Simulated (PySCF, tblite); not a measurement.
**2 × hydrogen chloride and sulfur dioxide**

A gas-phase complex of 2 × hydrogen chloride and sulfur dioxide; neutral, singlet. The structure comes from a short search (6 tight-binding starts) and was relaxed by PBE0-D3(BJ)/def2-SVPD; another way of binding may lie lower. Frequencies by PBE0-D3(BJ)/def2-SVPD show no clear imaginary mode.

```tsv
part	name	SMILES	atoms	charge	multiplicity
1	hydrogen chloride	Cl	1–2	0	1
2	hydrogen chloride	Cl	3–4	0	1
3	sulfur dioxide	O=S=O	5–7	0	1
```

Coordinates in Å:
```
Cl1     0.198   -0.250   -1.176
H2      0.023   -0.251   -2.471
Cl3     2.946   -2.072   -2.460
H4      2.023   -1.470   -1.755
O5      1.532   -2.036   -5.907
S6      1.554   -0.891   -5.010
O7      0.302   -0.597   -4.296
```

Contacts between parts, classed by geometry: H2···O7 1.878 Å (hydrogen bond, 161°); H4···Cl1 2.270 Å (hydrogen bond, 162°).

Interaction energies are complex less parts, with the parts frozen as they stand in it; counterpoise-corrected, in kcal/mol (PySCF).

Q: Give the interaction energy at each level run.

A: 
```tsv
level	interaction	superposition error removed
wB97M-D3(BJ)/def2-TZVPD	-6.98	-0.27
PBE0-D3(BJ)/def2-TZVPD	-8.93	-0.30
```

Q: What holds them together? Decompose the wB97M-D3(BJ)/def2-TZVPD energy: frozen parts, their antisymmetrised product, then relaxation.

A: electrostatic -16.5, Pauli repulsion +24.7, orbital relaxation -12.4, dispersion correction -3.0 kcal/mol, which sum to the value before the counterpoise correction; the Pauli term holds the exchange-correlation of the frozen density too. Of the attraction, 52 % is electrostatic, 39 % is orbital relaxation, 9 % is dispersion correction.

The parts were also relaxed and run alone, at the levels used for the complex: shieldings by PBE0/pcSseg-2.

Values alone: Cl1–H2 bond (Å): 1.288; shielding of H2 (ppm): 30.41; shielding of O7 (ppm): -372.0; shielding of H4 (ppm): 30.41; shielding of Cl1 (ppm): 938.5.

Q: How do these values change when the complex forms?

A: 
```tsv
property	alone	in the complex	change
Cl1–H2 bond (Å)	1.288	1.307	+0.018
shielding of H2 (ppm)	30.41	25.86	-4.55
shielding of O7 (ppm)	-372.0	-301.8	+70.2
shielding of H4 (ppm)	30.41	26.07	-4.34
shielding of Cl1 (ppm)	938.5	904.9	-33.7
```

Q: What are the binding energy from relaxed parts (wB97M-D3(BJ)/def2-TZVPD), and ΔH and ΔG of association at 298.15 K and 1 atm?

A: -5.86 kcal/mol, -3.32 with zero-point energy; ΔH -4.0 and ΔG +12.5 kcal/mol, from harmonic vibrations by PBE0-D3(BJ)/def2-SVPD with low modes damped.
